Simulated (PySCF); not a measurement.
**Cl₂: a ladder of methods**

How much do the numbers for Cl₂ (singlet) hang on the method? All levels run at one geometry, the PBE0 minimum.

Program: PySCF 2.14.0. Level of theory: several methods, basis Cl def2-TZVP, no relativity, density fitting. These are calculated values, not measurements.

### Step 1. The starting structure

2 atoms, charge 0, spin multiplicity 1.

Bond lengths: Cl1–Cl2 1.982 Å.

```xyz
2
charge 0 multiplicity 1
Cl    0.0000    0.0000   -0.9912
Cl    0.0000    0.0000    0.9912
```

### Step 2. PBE0

One driver script runs all steps and calls PySCF; scf.py shows the equivalent input of each level. Each SCF starts from the density of the minimum. The driver also runs the species with one electron less or more at the same geometry (one less: multiplicity 2, one more: multiplicity 2); their logs are not shown.

Contents of scf.py:

```python
from pyscf import gto, scf, dft
mol = gto.M(atom='''
Cl    -0.000000    -0.000000    -0.991236
Cl     0.000000     0.000000     0.991236''',
    basis={'Cl': 'def2-TZVP'},
    charge=0, spin=0)
mf = dft.RKS(mol, xc='PBE0')
mf.grids.atom_grid = (75, 302)
aux = {'Cl': 'def2-universal-JKFIT'}
mf = mf.density_fit(auxbasis=aux)
mf.conv_tol = 1e-08
mf.diis_space = 10
mf.max_cycle = 60
mf.verbose = 4
mf.kernel()
```

Started as:

```
> OMP_NUM_THREADS=1 python axn.py task.json out
```

### Step 3. HF

scf.py, as its differences from that of step 2:

```diff
@@ -7,2 +7 @@
-mf = dft.RKS(mol, xc='PBE0')
-mf.grids.atom_grid = (75, 302)
+mf = scf.RHF(mol)
```

### Step 4. PBE

scf.py, as its differences from that of step 3:

```diff
@@ -7 +7,2 @@
-mf = scf.RHF(mol)
+mf = dft.RKS(mol, xc='PBE')
+mf.grids.atom_grid = (75, 302)
```

### Step 5. CCSD(T)

scf.py, as its differences from that of step 4:

```diff
@@ -7,2 +7 @@
-mf = dft.RKS(mol, xc='PBE')
-mf.grids.atom_grid = (75, 302)
+mf = scf.RHF(mol)
@@ -15,0 +15,3 @@
+from pyscf import cc
+mycc = cc.CCSD(mf, frozen=10).run()
+mycc.ccsd_t()
```

### Step 6. r2SCAN

scf.py, as its differences from that of step 5:

```diff
@@ -7 +7,2 @@
-mf = scf.RHF(mol)
+mf = dft.RKS(mol, xc='R2SCAN')
+mf.grids.atom_grid = (90, 434)
@@ -15,3 +15,0 @@
-from pyscf import cc
-mycc = cc.CCSD(mf, frozen=10).run()
-mycc.ccsd_t()
```

### Step 7. B3LYP

scf.py, as its differences from that of step 6:

```diff
@@ -7,2 +7,2 @@
-mf = dft.RKS(mol, xc='R2SCAN')
-mf.grids.atom_grid = (90, 434)
+mf = dft.RKS(mol, xc='B3LYP')
+mf.grids.atom_grid = (75, 302)
```

### Step 8. TPSSh

scf.py, as its differences from that of step 7:

```diff
@@ -7,2 +7,2 @@
-mf = dft.RKS(mol, xc='B3LYP')
-mf.grids.atom_grid = (75, 302)
+mf = dft.RKS(mol, xc='TPSSH')
+mf.grids.atom_grid = (90, 434)
```

### Step 9. wB97X

scf.py, as its differences from that of step 8:

```diff
@@ -7,2 +7,2 @@
-mf = dft.RKS(mol, xc='TPSSH')
-mf.grids.atom_grid = (90, 434)
+mf = dft.RKS(mol, xc='WB97X')
+mf.grids.atom_grid = (75, 302)
```

### Step 10. HSE06

scf.py, as its differences from that of step 9:

```diff
@@ -7 +7 @@
-mf = dft.RKS(mol, xc='WB97X')
+mf = dft.RKS(mol, xc='HSE06')
```

(Steps that only read results are left out.)

Q: Predict the outcome of this session. Wanted: atomisation energy, CCSD(T) in this basis; vertical ionisation energy, CCSD(T); vertical electron affinity, CCSD(T); orbital gap, range; T1, D1; T1, D1 of the cation; T1, D1 of the anion.

As calculated:

| quantity | value |
| --- | --- |
| atomisation energy, CCSD(T) in this basis | 220 kJ/mol |
| vertical ionisation energy, CCSD(T) | 11.39 eV |
| vertical electron affinity, CCSD(T) | 0.09 eV |
| orbital gap, range | 3.12 (PBE) to 13.24 (HF) eV |
| T1, D1 | 0.008, 0.021 |
| T1, D1 of the cation | 0.014, 0.042 |
| T1, D1 of the anion | 0.008, 0.025 |

In words: The functionals' atomisation energies stand +10 kJ/mol (B3LYP) to +53 kJ/mol (PBE) from CCSD(T); much of that can be the slow basis convergence of CCSD(T), which binds tens of kJ/mol more at its limit, so it ranks no functional. HF lacks the correlation that pairing electrons in bonds brings, so it binds too weakly, by 143 kJ/mol even against this CCSD(T). For the vertical ionisation energy, B3LYP comes nearest to CCSD(T) (+0.00 eV) and HF is farthest (-0.33 eV). B3LYP costs 2.5 s against 32 s for CCSD(T), a factor of about 13, and lands within 0.00 eV. For the vertical electron affinity, PBE comes nearest to CCSD(T) (+0.28 eV) and r2SCAN is farthest (+0.43 eV). PBE's −ε(HOMO), 7.2 eV, falls 4.2 eV short of the ionisation energy, while its energy difference gives 11.2 eV. Without diffuse functions electron affinities tend to come out too low.
